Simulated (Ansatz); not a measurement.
# What each rung costs, and what it gives

The pair of HCN (SMILES C#N, atoms 1–3) and SiH$_{4}$ (SMILES [SiH4], atoms 4–8), both closed shells, in one local arrangement (a lower one may exist), relaxed at PBE0-D4/def2-TZVP:

```
atom    x (Å)    y (Å)    z (Å)
  C1  -0.0502  -0.0151  -2.8237
  N2  -0.1022  -0.0700  -1.6811
  H3  -0.0016   0.0364  -3.8901
 Si4   0.0299   0.0091   1.6656
  H5  -1.2194  -0.6920   1.2816
  H6   0.0227   1.3971   1.1425
  H7   1.2115  -0.7272   1.1538
  H8   0.1094   0.0617   3.1513
```

Interaction energies are counterpoise-corrected; the time is that of the whole pair.

Ansatz 0.2.0; basis: as named in each row; cores frozen in the correlated methods. B3LYP uses VWN-RPA correlation. Extrapolation: Hartree–Fock as exp(−7.88 √X), correlation as X^−2.97.

Times are rough, for one single point on 2 threads of a shared host (Arm Neoverse N1).

The estimate by CCSD(T) at an estimated basis limit (MP2 extrapolated from triple and quadruple zeta, plus CCSD(T) − MP2 in triple zeta) is -0.061 eV.

```json
{"method": "revPBE-D4", "basis": "def2-TZVPPD", "time (s)": "3", "interaction energy (eV)": "-0.038", "method less estimate": "0.022"}
{"method": "PBE-D4", "basis": "def2-TZVPPD", "time (s)": "3", "interaction energy (eV)": "-0.059", "method less estimate": "0.001"}
{"method": "BLYP-D4", "basis": "def2-TZVPPD", "time (s)": "4", "interaction energy (eV)": "-0.042", "method less estimate": "0.018"}
{"method": "PBE0-D4", "basis": "def2-TZVPPD", "time (s)": "4", "interaction energy (eV)": "-0.058", "method less estimate": "0.003"}
{"method": "HSE06-D4", "basis": "def2-TZVPPD", "time (s)": "5", "interaction energy (eV)": "-0.058", "method less estimate": "0.003"}
{"method": "B3LYP-D4", "basis": "def2-TZVPPD", "time (s)": "5", "interaction energy (eV)": "-0.052", "method less estimate": "0.009"}
{"method": "r2SCAN-D4", "basis": "def2-TZVPPD", "time (s)": "6", "interaction energy (eV)": "-0.049", "method less estimate": "0.011"}
{"method": "B2PLYP", "basis": "def2-TZVPPD", "time (s)": "8", "interaction energy (eV)": "-0.032", "method less estimate": "0.029"}
{"method": "wB97X-V", "basis": "def2-TZVPPD", "time (s)": "12", "interaction energy (eV)": "-0.061", "method less estimate": "-0.001"}
{"method": "B97M-V", "basis": "def2-TZVPPD", "time (s)": "13", "interaction energy (eV)": "-0.065", "method less estimate": "-0.004"}
{"method": "wB97M-V", "basis": "def2-TZVPPD", "time (s)": "14", "interaction energy (eV)": "-0.062", "method less estimate": "-0.001"}
{"method": "MP2", "basis": "def2-QZVPPD", "time (s)": "23", "interaction energy (eV)": "-0.065", "method less estimate": "-0.005"}
{"method": "CCSD(T)", "basis": "def2-TZVPPD", "time (s)": "75", "interaction energy (eV)": "-0.055", "method less estimate": "0.006"}
```

T1 diagnostic: at most 0.015.
